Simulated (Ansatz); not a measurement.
**Worked example: correlation energy of Al–NH–P⁺, quartet**

Geometry: that of the Al–NH–P, triplet, kept fixed. The doublet lies 1.4 eV lower here.

```yaml
atoms:
  - { symbol: Al, position_ang: [0.0000, 0.1944, 1.6318] }
  - { symbol: P, position_ang: [0.0000, 0.1961, -1.4254] }
  - { symbol: N, position_ang: [0.0000, -0.6861, 0.0149] }
  - { symbol: H, position_ang: [0.0000, -1.6967, -0.0856] }
```

Basis cc-pVTZ; Ansatz 0.2.0. Correlated methods freeze the noble-gas cores, which leaves 13 electrons in 101 orbitals. R marks a restricted (for open shells ROHF) determinant, U an unrestricted one.

Full CI isn't at hand for all of this; UCCSDT(Q) serves as the reference, and is uncertain by the last step of the cluster series or more.

UCCSD has a T1 diagnostic of 0.032 and a largest doubles amplitude of 0.04.

Runs differ by some tens of microhartree through their thresholds and, for an open shell, their frozen cores, so steps under 0.03 kcal/mol mean nothing.

Here the R and U totals at CCSDT(Q) differ by 0.20 kcal/mol, a measure of how far such totals hang on the determinant and its frozen core.

```json
{"level": "UHF", "total energy (hartree)": "-637.445634"}
{"level": "UMP2", "total energy (hartree)": "-637.782514"}
{"level": "UCCSD", "total energy (hartree)": "-637.805270"}
{"level": "UCCSD(T)", "total energy (hartree)": "-637.823427"}
{"level": "UCCSDT", "total energy (hartree)": "-637.824596"}
{"level": "UCCSDT(Q)", "total energy (hartree)": "-637.826018"}
```

**Question.** What is the correlation energy at UCCSDT(Q), and what share of it do UMP2 and UCCSDT recover?

**Answer.** E(corr) = -637.826018 − (-637.445634) = -0.380384 hartree = -10.351 eV. UMP2: -0.336880 / -0.380384 = 88.56 %. UCCSDT: -0.378962 / -0.380384 = 99.63 %.

**Question.** By how many kcal/mol does UCCSD(T) miss UCCSDT(Q) (1 hartree = 627.509 kcal/mol), and which steps make up the rest?

**Answer.** -637.823427 − (-637.826018) = 0.002591 hartree = 1.63 kcal/mol. Steps: UCCSDT − UCCSD(T) = -0.73, UCCSDT(Q) − UCCSDT = -0.89 kcal/mol. Differences between like states or geometries often cancel part of this.
